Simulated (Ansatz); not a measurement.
**SiPH₃ (triplet): the correlation ladder at a displaced geometry (v2), cc-pVDZ**

Aim: climb from Hartree-Fock through coupled cluster for SiPH₃ (triplet) at one geometry and basis, and see what each rung misses.

Program: Ansatz 0.2.0, Gaussian basis. Level of theory: cc-pVDZ, core rule «outside noble gas», up to 10 orbitals frozen. These are calculated values, not measurements.

The runs, in order: UHF; CCSD(T) on ROHF; CCSD(T) on UHF; BCCD(T) on ROHF; CISD as a restricted active space (open shells left free, so some higher excitations enter); CCSDT(Q) on ROHF; CCSDT(Q) on UHF.

30 further runs of the same task are left out: 2 for a known fault of the program, 11 that didn't finish, 17 set aside as unsound or not needed. Runs told in other sessions of the task aren't counted.

## 1. The system

The geometry is a PBE0/def2-TZVP stationary point (not a proven minimum) with its atoms shifted at random (size 0.100 Å).

5 atoms, charge 0, spin multiplicity 3.

Atoms are counted from 1 here; the program's logs count them from 0.

Bond lengths: Si1–P2 2.080 Å, Si1–H3 1.500 Å, Si1–H4 1.547 Å, Si1–H5 1.640 Å. Angles: P2–Si1–H3 113.4°, P2–Si1–H4 109.5°, P2–Si1–H5 112.7°, H3–Si1–H4 108.9°, H3–Si1–H5 107.1°, H4–Si1–H5 104.8°.

## 2. UHF

in.yaml

```yaml
crystal:
  periodic: [false, false, false]
  atoms:
    - {symbol: Si, position_ang: [-1.009492, -0.008949, -0.002532]}
    - {symbol: P, position_ang: [1.070634, 0.015925, 0.004265]}
    - {symbol: H, position_ang: [-1.621843, 1.360368, 0.004303]}
    - {symbol: H, position_ang: [-1.520739, -0.792611, 1.229022]}
    - {symbol: H, position_ang: [-1.628997, -0.807756, -1.293844]}
basis:
  gaussian: {orbitals: cc-pVDZ}
magnetization: {spin_polarized: true, initial_magnetization: 2}
hamiltonian: {xc: hf}
output: {orbitals: {seedname: orbitals}}
```

Command:

```console
> ansatz run in.yaml --threads 1 --pin off --events-out ev --progress --plain --max-ram 2393MiB
```

After this run come: CCSD(T) on ROHF; CCSD(T) on UHF; BCCD(T) on ROHF; CISD as a restricted active space (open shells left free, so some higher excitations enter); CCSDT(Q) on ROHF; CCSDT(Q) on UHF.

Before running them: what should the planned runs give, taken together? Wanted: UCCSDT(Q) from the RHF energy; RMP2 from UCCSDT(Q); UMP2 from UCCSDT(Q); RCCSD from UCCSDT(Q); RCCSD(T) from UCCSDT(Q); UCCSD(T) from UCCSDT(Q); RCCSDT(Q) from UCCSDT(Q); T1 diagnostic.

As calculated:

```
                         quantity                                                   value
    UCCSDT(Q) from the ROHF energy                                              -6.4301 eV
              RMP2 from UCCSDT(Q)                                             +1336.2 meV
              UMP2 from UCCSDT(Q)                                             +1361.5 meV
             RCCSD from UCCSDT(Q)                                              +196.0 meV
          RCCSD(T) from UCCSDT(Q)                                               +40.0 meV
          UCCSD(T) from UCCSDT(Q)                                               +39.6 meV
         RCCSDT(Q) from UCCSDT(Q)                                                +0.5 meV
levels within 1 kcal/mol (43 meV)  RCCSD(T), UCCSD(T), BCCD(T), RCCSDT, UCCSDT, RCCSDT(Q)
                    T1 diagnostic                                                   0.020
```

RCCSD(T) lands +40.0 meV from the yardstick (0.6 % of the correlation energy). These misses are within one basis, not against nature; the frozen cores of restricted and unrestricted runs differ, which can shift their rows.

With open shells the CI space here admits some higher excitations, so it is larger than plain CISD.
